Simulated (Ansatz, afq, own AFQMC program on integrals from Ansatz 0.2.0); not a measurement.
## Where AFQMC and coupled cluster stand for InO₂, quartet

```xyz
3

In    0.0000   -0.4639    0.3233
O     0.0000    2.6532   -4.3530
O     0.0000    0.6758    2.0330
```

Connectivity, by distances: O ··· In–O.

Basis def2-SVP with its core potentials. Only valence electrons are correlated. Ansatz 0.2.0 and our own AFQMC program on the same integrals; the CISD trial comes from CCSD amplitudes, and released means the phaseless constraint is let go. Error bars are statistical, one sigma. No spin–orbit coupling.

Determinant: UHF, the one that the program's search chose, which needn't be the lowest solution. The geometry is a point of a scan.

No full CI on the walks' own integrals is used here; CCSDT(Q) serves as the reference and is uncertain by about the last step of the cluster series.

Cautions: no spin-orbit coupling; inner d shell frozen; lower spins were not checked; the released energies have errors that jump between times, so the bars are unsure, so no released level is given (meV from the phaseless value at times in 1/Eh: -15 ± 4 at 0.24, -21 ± 4 at 0.51, -50 ± 26 at 0.99, -24 ± 6 at 1.50), though the last usable value meets CCSDT(Q) within the noise.

```
T1 diagnostic                               : 0.0179
weight of the determinant in the CISD state : 0.876
⟨S²⟩ of the determinant                     : 3.765
size of the correlated space                : 15 electrons in 43 orbitals
```

| level | correlation energy (eV) |
| --- | --- |
| MP2 | -7.6345 |
| CCSD | -8.6201 |
| CCSD(T) | -8.7608 |

Q: Estimate where phaseless AFQMC with a CISD trial lies against CCSD(T) on the same integrals.

A: 1.5 ± 0.5 kJ/mol below CCSD(T).

Reference: CCSDT(Q), correlation energy -8.802 eV.

```csv
level,E − E(reference) (kJ/mol),share of correlation (%)
CCSD(T),3.9,99.54
CCSDT,1.7,99.80
ph-AFQMC/CISD,2.4 ± 0.5,99.71
```

A walk keeps the symmetry of its determinant, which the program's search chose and which needn't be the lowest solution, so a lower state of the same spin and another symmetry isn't excluded.
